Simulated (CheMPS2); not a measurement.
**DMRG/STO-3G run of BH2F− (SMILES [BH2-]F)**

Aim: the vertical doublet–quartet gap of BH2F− at DMRG/STO-3G, from 2 runs. 

The calculation is run with CheMPS2 1.8.12.

4 further runs of the same task are left out: 4 set aside as unsound or not needed.

### 1 The molecule

BH2F− has 4 atoms, charge -1, and is taken as a doublet. SMILES: `[BH2-]F`. The shape is that of a GFN2-xTB optimisation.

Bond lengths: B1–F2 1.499 Å, B1–H3 1.242 Å, B1–H4 1.242 Å. Angles: F2–B1–H3 108.4°, F2–B1–H4 108.4°, H3–B1–H4 113.0°.

### 2 A single-point energy at DMRG/STO-3G

File prepare.py:

```python
from pyscf import ao2mo, cc, dft, gto, mcscf, mp, scf
from pyscf.tools import fcidump

geom = "mol.xyz"
mol = gto.M(
    atom=geom,
    basis="sto-3g",
    charge=-1,
    spin=1,
    verbose=3,
    max_memory=2000,
)
print("basis functions = %d" % (mol.nao))
mf = scf.ROHF(mol)
mf.conv_tol = 1e-10
mf.max_cycle = 200
mf.kernel()
if not mf.converged:
    mf = mf.newton().run(mf.mo_coeff, mf.mo_occ)
print("E(HF) = %.10f" % (mf.e_tot))
ref = scf.UHF(mol).run(mf.make_rdm1(), conv_tol=1e-10)
pt = mp.MP2(ref, frozen=2).run()
mycc = cc.CCSD(ref, frozen=2)
mycc.max_cycle = 150
mycc.kernel()
print(f"E(MP2) = {pt.e_tot:.10f}")
if mycc.converged:
    print(f"CCSD total energy = {mycc.e_tot:.10f}")
    print("E(CCSD(T)) = %.10f" % (mycc.e_tot + mycc.ccsd_t()))
ks = dft.UKS(mol, xc="hse06").set(conv_tol=1e-9, verbose=3).run(mf.make_rdm1())
if ks.converged:
    print(f"E(HSE06) = {ks.e_tot:.8f}")
ks = dft.UKS(mol, xc="tpss").set(conv_tol=1e-9, verbose=3).run(mf.make_rdm1())
if ks.converged:
    print("E(TPSS) = %.8f" % (ks.e_tot))
ks = dft.UKS(mol, xc="tpssh").set(conv_tol=1e-9, verbose=3).run(mf.make_rdm1())
if ks.converged:
    print(f"E(TPSSh) = {ks.e_tot:.8f}")
ks = dft.UKS(mol, xc="lda,vwn5").set(conv_tol=1e-9, verbose=3).run(mf.make_rdm1())
if ks.converged:
    print(f"E(SVWN5) = {ks.e_tot:.8f}")
ks = dft.UKS(mol, xc="pbe0").set(conv_tol=1e-9, verbose=3).run(mf.make_rdm1())
if ks.converged:
    print(f"E(PBE0) = {ks.e_tot:.8f}")
occ_no, mo = mcscf.addons.make_natural_orbitals(mp.MP2(mf.to_uhf(), frozen=2).run())
mf.mo_coeff = mo
cas = mcscf.CASCI(mf, 10, 13)
h1, ecore = cas.get_h1eff()
fcidump.from_integrals("FCIDUMP", h1, cas.get_h2eff(), 10, 13, nuc=ecore, ms=1)
ci = mcscf.CASCI(mf, 10, (7, 6))
ci.fix_spin_(ss=0.75)
ci.fcisolver.conv_tol = 1e-10
ci.fcisolver.max_cycle = 200
ci.kernel()
print(f"exact diagonalisation = {ci.e_tot:.10f}")
```

File chemps2.input:

```
FCIDUMP = FCIDUMP
GROUP = 0
MULTIPLICITY = 2
NELECTRONS = 13
IRREP = 0
EXCITATION = 0
SWEEP_STATES = 25, 50, 100, 100
SWEEP_ENERGY_CONV = 1e-04, 1e-04, 1e-04, 1e-06
SWEEP_MAX_SWEEPS = 3, 2, 3, 6
SWEEP_NOISE_PREFAC = 0.05, 0.05, 0.005, 0.0
SWEEP_DVDSON_RTOL = 1e-04, 1e-04, 1e-04, 1e-05
NOCC = 0
NACT = 10
NVIR = 0
MOLCAS_FIEDLER = TRUE
PRINT_CORR = TRUE
TMP_FOLDER = .
```

Launch:

```console
$ python prepare.py && chemps2 --file=chemps2.input
```

What it wrote:

```text
$ python prepare.py
basis functions = 12
converged SCF energy = -123.365021742954
E(HF) = -123.3650217430
converged SCF energy = -123.366007745387  <S^2> = 0.75472528  2S+1 = 2.0047197
E(UMP2) = -123.409935923898  E_corr = -0.0439281785104422
E(SCS-UMP2) = -123.41550212006  E_corr = -0.0494943746721184
E(UCCSD) = -123.4278368828627  E_corr = -0.06182913747534809
E(MP2) = -123.4099359239
CCSD total energy = -123.4278368829
UCCSD(T) correction = -0.00129492854927715
E(CCSD(T)) = -123.4291318114
converged SCF energy = -123.8307111943  <S^2> = 0.75151908  2S+1 = 2.0015185
E(HSE06) = -123.83071119
converged SCF energy = -123.97188489124  <S^2> = 0.7511117  2S+1 = 2.0011114
E(TPSS) = -123.97188489
converged SCF energy = -123.966098245623  <S^2> = 0.75124314  2S+1 = 2.0012428
E(TPSSh) = -123.96609825
converged SCF energy = -122.958789411913  <S^2> = 0.75117822  2S+1 = 2.0011779
E(SVWN5) = -122.95878941
converged SCF energy = -123.820295134397  <S^2> = 0.75151052  2S+1 = 2.0015099
E(PBE0) = -123.82029513
E(UMP2) = -123.409057366619  E_corr = -0.0440356236655485
E(SCS-UMP2) = -123.414540330094  E_corr = -0.0495185871404914
CASCI E = -123.429483392912  E(CI) = -40.6070061193001  S^2 = 0.7500000
exact diagonalisation = -123.4294833929

$ chemps2 --file=chemps2.input

Running chemps2 version 1.8.12 () with the following options:

[... 52 lines left out ...]
***     Maximum discarded weight = 0
[... 28 lines left out ...]
***     Minimum energy           = -123.428882331023
[... 7 lines left out ...]
***     Maximum discarded weight = 0.00011003076790082
[... 13 lines left out ...]
***     Minimum energy           = -123.429148217507
[... 14 lines left out ...]
***     Minimum energy           = -123.429355907153
[... 7 lines left out ...]
***     Maximum discarded weight = 4.04725488872291e-06
[... 13 lines left out ...]
***     Minimum energy           = -123.429461353231
[... 14 lines left out ...]
***     Minimum energy           = -123.429479755888
[... 7 lines left out ...]
***     Maximum discarded weight = 2.22878302384775e-07
[... 14 lines left out ...]
***     Maximum discarded weight = 2.37903615769824e-07
[... 14 lines left out ...]
***     Maximum discarded weight during the last sweep     = 2.37899558960777e-07
[... 77 lines left out ...]
--------------------------------------------------------
Singlet diradical correlation function = < d_i,up d_j,down > + < d_i,down d_j,up > - < d_i,up > * < d_j,down > - < d_i,down > * < d_j,up >
Hamiltonian index order is used!

   Columns 1 to 8

   -0.000000    0.000004    0.000008    0.000014    0.000016    0.000015    0.000033    0.000091
    0.000004   -0.000002    0.000149    0.000048    0.000103    0.000830   -0.000117    0.000673
    0.000008    0.000149   -0.000025    0.000135    0.000074    0.002424   -0.002952    0.001888
[... 6 lines of this table left out ...]
    0.000018    0.001987    0.000143    0.002843    0.005460    0.001412   -0.000718    0.001846

   Columns 9 to 10

    0.000014    0.000018
    0.000083    0.001987
    0.000673    0.000143
[... 6 lines of this table left out ...]
    0.006986   -0.000075

--------------------------------------------------------
Two-orbital mutual information = 0.5 * ( s1(i) + s1(j) - s2(i,j) ) * ( 1 - delta(i,j) )
Hamiltonian index order is used!

   Columns 1 to 8

    0           0.000074    0.000097    0.000059    0.000025    0.000407    0.000089    0.001042
    0.000074    0           0.000357    0.000087    0.000337    0.003056    0.000356    0.003840
    0.000097    0.000357    0           0.000137    0.000040    0.008106    0.018514    0.009644
[... 6 lines of this table left out ...]
    0.000034    0.006193    0.000201    0.016108    0.046617    0.004123    0.002138    0.003439

   Columns 9 to 10

    0.000035    0.000034
    0.000131    0.006193
    0.001255    0.000201
[... 4 lines of this table left out ...]
    0.003884    0.003439
    0           0.019997
    0.019997    0

--------------------------------------------------------
```

Run time: 13 s. Hardware: 1 thread of Arm Neoverse V1, shared host; peak memory 0.17 GiB.

### 3 The quartet: a single-point energy at DMRG/STO-3G

File prepare.py:

```python
from pyscf import ao2mo, cc, dft, gto, mcscf, mp, scf
from pyscf.tools import fcidump

mol = gto.M(atom="""
B
F 1 1.498676
H 1 1.24167 2 108.42778
H 1 1.241735 3 113.04155 2 120.25031
""", basis="sto-3g", charge=-1, spin=3, verbose=3, max_memory=2000)
print("basis functions = %d" % (mol.nao))
mf = scf.ROHF(mol)
mf.conv_tol = 1e-10
mf.max_cycle = 200
mf.kernel()
if not mf.converged:
    mf = mf.newton().run(mf.mo_coeff, mf.mo_occ)
print("E(HF) = %.10f" % (mf.e_tot))
ref = scf.UHF(mol).run(mf.make_rdm1(), conv_tol=1e-10)
pt = mp.MP2(ref, frozen=2).run()
mycc = cc.CCSD(ref, frozen=2)
mycc.max_cycle = 150
mycc.kernel()
print("E(MP2) = %.10f" % (pt.e_tot))
if mycc.converged:
    print(f"E(CCSD) = {mycc.e_tot:.10f}")
    print(f"E(CCSD(T)) = {mycc.e_tot + mycc.ccsd_t():.10f}")
ks = dft.UKS(mol, xc="hse06").set(conv_tol=1e-9, verbose=3).run(mf.make_rdm1())
if ks.converged:
    print(f"E(HSE06) = {ks.e_tot:.8f}")
ks = dft.UKS(mol, xc="tpss").set(conv_tol=1e-9, verbose=3).run(mf.make_rdm1())
if ks.converged:
    print(f"E(TPSS) = {ks.e_tot:.8f}")
ks = dft.UKS(mol, xc="tpssh").set(conv_tol=1e-9, verbose=3).run(mf.make_rdm1())
if ks.converged:
    print(f"E(TPSSh) = {ks.e_tot:.8f}")
ks = dft.UKS(mol, xc="lda,vwn5").set(conv_tol=1e-9, verbose=3).run(mf.make_rdm1())
if ks.converged:
    print(f"E(SVWN5) = {ks.e_tot:.8f}")
ks = dft.UKS(mol, xc="pbe0").set(conv_tol=1e-9, verbose=3).run(mf.make_rdm1())
if ks.converged:
    print("E(PBE0) = %.8f" % (ks.e_tot))
occ_no, mo = mcscf.addons.make_natural_orbitals(cc.CCSD(mf.to_uhf(), frozen=2).run())
mf.mo_coeff = mo
cas = mcscf.CASCI(mf, 10, 13)
h1, ecore = cas.get_h1eff()
fcidump.from_integrals("FCIDUMP", h1, cas.get_h2eff(), 10, 13, nuc=ecore, ms=3)
ci = mcscf.CASCI(mf, 10, (8, 5))
ci.fix_spin_(ss=3.75)
ci.fcisolver.conv_tol = 1e-10
ci.fcisolver.max_cycle = 200
ci.kernel()
print(f"E(FCI) = {ci.e_tot:.10f}")
```

File chemps2.input:

```
FCIDUMP = FCIDUMP
GROUP = 0
MULTIPLICITY = 4
NELECTRONS = 13
IRREP = 0
EXCITATION = 0
SWEEP_STATES = 25, 50, 100, 100
SWEEP_ENERGY_CONV = 1e-05, 1e-05, 1e-05, 1e-07
SWEEP_MAX_SWEEPS = 4, 3, 4, 6
SWEEP_NOISE_PREFAC = 0.05, 0.05, 0.005, 0.0
SWEEP_DVDSON_RTOL = 3e-04, 3e-04, 3e-04, 3e-05
NOCC = 0
NACT = 10
NVIR = 0
MOLCAS_FIEDLER = TRUE
PRINT_CORR = TRUE
TMP_FOLDER = .
```

Launch:

```console
$ python prepare.py && chemps2 --file=chemps2.input
```

What it wrote:

```text
$ python prepare.py
basis functions = 12
converged SCF energy = -122.930629706455
E(HF) = -122.9306297065
converged SCF energy = -122.932922462143  <S^2> = 3.7592363  2S+1 = 4.0046155
E(UMP2) = -122.956752588692  E_corr = -0.0238301265498714
E(SCS-UMP2) = -122.960153415748  E_corr = -0.0272309536050333
E(UCCSD) = -122.971778864698  E_corr = -0.03885640255538936
E(MP2) = -122.9567525887
E(CCSD) = -122.9717788647
UCCSD(T) correction = -0.000308652094044343
E(CCSD(T)) = -122.9720875168

WARN: HOMO 0.6220101761204 >= LUMO 0.248375785868315

WARN: HOMO 0.673676178800438 >= LUMO 0.318680183062683

WARN: HOMO 0.64816113231352 >= LUMO 0.26763815145294

WARN: HOMO 0.647363668816243 >= LUMO 0.269360079284087

WARN: HOMO 0.64817225328163 >= LUMO 0.269822703657057

WARN: HOMO 0.648264399059685 >= LUMO 0.269952647619341

WARN: HOMO 0.648255498111713 >= LUMO 0.269942127381949

WARN: HOMO 0.648255179353102 >= LUMO 0.269942130490571

WARN: HOMO 0.648255505809165 >= LUMO 0.269942687670101

converged SCF energy = -123.378205586675  <S^2> = 3.750966  2S+1 = 4.000483
E(HSE06) = -123.37820559

WARN: HOMO 0.667391386043754 >= LUMO 0.223357250880355

WARN: HOMO 0.743911180872418 >= LUMO 0.472640945353677

WARN: HOMO 0.732027998810125 >= LUMO 0.316635490023613

WARN: HOMO 0.695943571952239 >= LUMO 0.25352129744868

[... 6 lines left out ...]
WARN: HOMO 0.69529417602074 >= LUMO 0.239945931513779
[... 14 lines left out ...]
WARN: HOMO 0.671932289376186 >= LUMO 0.259597134365683
[... 13 lines left out ...]
converged SCF energy = -123.51499315906  <S^2> = 3.7505923  2S+1 = 4.0002961
[... 14 lines left out ...]
WARN: HOMO 0.716723673094321 >= LUMO 0.244499753849779
[... 14 lines left out ...]
WARN: HOMO 0.606884011557601 >= LUMO 0.25817886417028
[... 13 lines left out ...]
WARN: HOMO 0.633504679686583 >= LUMO 0.284178699648458
[... 94 lines left out ...]
***     Minimum energy           = -122.97195597919
[... 22 lines left out ...]
***     Maximum discarded weight = 4.37751615940658e-05
[... 29 lines left out ...]
***     Maximum discarded weight = 1.05795778655467e-06
[... 29 lines left out ...]
***     Maximum discarded weight during the last sweep     = 3.01353673143498e-06
[... 27 lines left out ...]
***     Minimum energy           = -122.972341469074
[... 30 lines left out ...]
***     Maximum discarded weight during the last sweep     = 5.84679863600279e-08
[... 77 lines left out ...]
--------------------------------------------------------
Singlet diradical correlation function = < d_i,up d_j,down > + < d_i,down d_j,up > - < d_i,up > * < d_j,down > - < d_i,down > * < d_j,up >
Hamiltonian index order is used!

   Columns 1 to 8

   -0.000000    0.000001    0.000013    0.000003    0.000007   -0.000055   -0.000035   -0.000025
    0.000001   -0.000002    0.000087    0.000047    0.000566   -0.000778   -0.000542   -0.000444
    0.000013    0.000087   -0.000008    0.000144    0.001259   -0.001699   -0.001281   -0.001193
[... 6 lines of this table left out ...]
    0.000038    0.000026    0.000235    0.003271    0.005221   -0.001505   -0.000996   -0.000251

   Columns 9 to 10

    0.000013    0.000038
    0.000337    0.000026
    0.000321    0.000235
[... 6 lines of this table left out ...]
    0.006704   -0.000081

--------------------------------------------------------
Two-orbital mutual information = 0.5 * ( s1(i) + s1(j) - s2(i,j) ) * ( 1 - delta(i,j) )
Hamiltonian index order is used!

   Columns 1 to 8

    0           0.000006    0.000047    0.000026    0.000019    0.000308    0.000130    0.000088
    0.000006    0           0.000283    0.000089    0.002641    0.003216    0.002356    0.001477
    0.000047    0.000283    0           0.000223    0.005566    0.006915    0.004346    0.004678
[... 6 lines of this table left out ...]
    0.000243    0.000050    0.000769    0.017715    0.040467    0.003494    0.003195    0.000282

   Columns 9 to 10

    0.000020    0.000243
    0.000554    0.000050
    0.000582    0.000769
[... 4 lines of this table left out ...]
    0.003602    0.000282
    0           0.017214
    0.017214    0

--------------------------------------------------------
```

Run time: 13 s. Hardware: 1 thread of Arm Neoverse V1, shared host; peak memory 0.17 GiB.

### 4 Outcome

At DMRG/STO-3G, 2 core orbitals frozen:

| quantity | value |
| --- | --- |
| run 1, DMRG/STO-3G: total energy | -123.42948 Eh |
| quartet: total energy | -122.97234 Eh |
| vertical energy of the quartet above the doublet | 12.439 eV |

**Reading.** At this shape the quartet lies 12.44 eV (287 kcal/mol) above the doublet. For an anion a state so high probably lies above electron detachment. In a minimal basis such a difference can be off by several eV, whatever the method.
